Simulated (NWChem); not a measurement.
System: C2H3O, doublet; SMILES O=[C]C

Results from NWChem. Pople sets run with spherical d functions. Spin-unrestricted. In the optimisation the excess spin sits in a' (Cs, its own frame). Geometry: optimised at PBE-D3(BJ)/def2-SVP, spin-unrestricted. No stability test was run on the SCF state.

Task: Estimate the computed values for TPSS/6-31+G*. Quantities: highest occupied level (eV); lowest empty minus highest occupied level, either spin (eV); dipole (D); <S²>.

Result: 
| Item | Result |
|---|---|
| highest occupied level (eV) | -4.56 |
| lowest empty minus highest occupied level, either spin (eV) | 1.90 |
| dipole (D) | 2.61 |
| <S²> | 0.753 |
